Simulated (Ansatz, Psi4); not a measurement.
**Worked example: the enthalpy of formation of C2H6O (SMILES COC)**

The species is C2H6O (9 atoms), meant as a singlet with charge 0. As SMILES, `COC`. The coordinates come from a PBE0-D4/def2-TZVP relaxation.

Total energies at HF/3-21G (Psi4 1.11); the atoms run unrestricted:

```
species    state  energy (Eh)
  C2H6O  singlet  -153.210788
      C  triplet   -37.481070
      O  triplet   -74.393657
      H  doublet    -0.496199
```

Harmonic wavenumbers at PBE0-D4/def2-TZVP, in cm⁻¹: 213, 248, 413, 978, 1134, 1163, 1194, 1226, 1271, 1454, 1475, 1484, 1484, 1491, 1510, 2977, 2988, 3028, 3034, 3134, 3136.

Measured heats of formation of the gaseous atoms at 298.15 K, in kJ/mol: C 716.9, O 249.2, H 218.0. Spin-orbit lowering of the atoms at 298 K (mean of the ground term's levels less their thermal mean, from spectra), in kJ/mol: C 0.02, O 0.40. Take 1 Eh = 2625.50 kJ/mol, 1 cm⁻¹ = 0.0119627 kJ/mol, RT = 2.479 kJ/mol.

Work out the heat of formation of the gas at 298 K.


1. Electronic atomisation energy: 2 × (-37.481070) + (-74.393657) + 6 × (-0.496199) − (-153.210788) = 0.877797 Eh = 2304.7 kJ/mol.
2. Zero-point energy: half the sum of the wavenumbers, 17517.5 cm⁻¹ = 209.6 kJ/mol.
3. Thermal vibrational enthalpy, Σ hcν̃/(exp(hcν̃/kT) − 1): 3.9 kJ/mol. Translation, rotation and pV of a non-linear molecule: 4 RT = 9.9 kJ/mol.
4. The 9 free atoms carry 5/2 RT each: 55.8 kJ/mol.
5. Spin-orbit coupling lowers the free atoms by 2 × 0.02 + 0.40 = 0.4 kJ/mol.
6. Atomisation enthalpy at 298 K: 2304.7 − 0.4 − 209.6 − 3.9 − 9.9 + 55.8 = 2136.7 kJ/mol.
7. Sum of the atoms' heats of formation: 2991.0 kJ/mol. Heat of formation: 2991.0 − 2136.7 = +854.3 kJ/mol.

The tabulated value is -184.0 kJ/mol (Active Thermochemical Tables), so this level is off by +1038.3 kJ/mol, or 32.7 % of the atomisation enthalpy. Hartree–Fock leaves out correlation, which is larger in the molecule than in the atoms, so it underbinds and puts the heat of formation too high. A basis without polarisation functions underbinds badly. Anharmonicity and any spin-orbit splitting of the molecule are left out.
